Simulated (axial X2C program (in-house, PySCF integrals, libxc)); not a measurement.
## Correcting the dissociation energy of SH for spin–orbit coupling

A spin-free CCSD(T) curve (one-electron X2C) was computed with an axial X2C code built on PySCF integrals, basis S dyall-av3z [9s8p3d2f], H dyall-v3z [6s2p1d] (cores contracted in-house), for the state M_S = 1/2, Λ = 1 (beyond evenly filled blocks: π+α, π+β, π-α). It gives D0 = 3.507 eV to S + H, which in a spin-free picture are the weighted means of the ground terms.

Correlated methods: 7 electrons correlated (number of frozen shells: S 2 s, 1 p; H none), 129 virtual spin orbitals or spinors in MP2, 89 natural virtuals in coupled cluster.

Measured levels of the ground terms (NIST Handbook of Basic Atomic Spectroscopic Data), in cm⁻¹: S 3P: J = 2 at 0, J = 1 at 396.1, J = 0 at 573.6; H 2S: J = 1/2 at 0.

The two components of the molecular doublet are 385 cm⁻¹ apart in the PBE0 2c search (Ω = 3/2 lower), so the lower one lies 192 cm⁻¹ under their mean.

How far does each ground level lie under the (2J+1)-weighted mean of its term?

S: (5 × 0 + 3 × 396.1 + 1 × 573.6)/9 = 196 cm⁻¹; H: a single level, 0.

Correct D0.

D0 = 3.507 + (192 − 196)/8065.5 = 3.507 eV at CCSD(T) with these spin–orbit terms. The direct two-component run, taken to the lowest atomic determinants of a wider search where it found them, gives 3.506 eV; the difference holds second-order terms in the molecule, scalar two-electron terms, the gap between measured and computed atomic splittings (a 2c atom can miss part of its lowering) and, in coupled cluster, the truncation of each run.

Second-order spin–orbit effects in the molecule, which grow quickly with Z, are left out. Occupations by symmetry block were frozen at the best pattern of an incomplete PBE0 search. Dissociation energies refer to the lowest single-determinant-based atoms at the same level and basis. CCSD and (T) use frozen natural virtuals with an MP2 correction for the truncation; (T) itself is uncorrected, so its De runs slightly low.
